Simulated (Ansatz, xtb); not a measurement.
C2H2FS: where a starting geometry ends

The starting geometry of this gas-phase doublet was built from a drawn formula by distance geometry and a force field; its bonds are those of `F[C]C[S]`.

```xyz
6

C    -0.3998    0.3156   -1.9065
C     0.4442    0.7180   -0.7989
F    -1.1785   -0.1416   -2.9128
S    -0.4967    0.5767    0.7086
H     0.7935    1.7783   -1.0093
H     1.4048    0.1454   -0.7968
```

Q: Predict what it relaxes into with r2SCAN-D4/def2-SVP.

A: It rearranges to `F[C]1CS1`. Contacts that close: C1–S4 (2.63 → 1.75 Å).

The energy falls by 3.39 eV over 12 steps:

| step | E − E(last) (eV) |
| --- | --- |
| 1 | 3.389 |
| 2 | 2.862 |
| 3 | 2.263 |
| 5 | 0.694 |
| 6 | 0.418 |
| 7 | 0.066 |
| 8 | 0.023 |
| 10 | 0.000 |
| 11 | 0.000 |
| 12 | 0.000 |

Final geometry (Å):

```yaml
atoms:
  - { symbol: C, position_ang: [-0.6713, 0.6071, -1.5896] }
  - { symbol: C, position_ang: [0.6170, 0.8232, -0.9562] }
  - { symbol: F, position_ang: [-0.9068, -0.3792, -2.4522] }
  - { symbol: S, position_ang: [-0.8552, 0.4761, 0.1477] }
  - { symbol: H, position_ang: [1.0135, 1.8423, -0.8728] }
  - { symbol: H, position_ang: [1.3702, 0.0227, -0.9925] }
```

From the same start GFN2-xTB reaches the same bonding as this run.

The end wasn't checked by frequencies. Open shells are spin-unrestricted. Run with Ansatz 0.2.0, 3.8 min on 1 thread of AMD EPYC (Zen 3), with other jobs on the host.
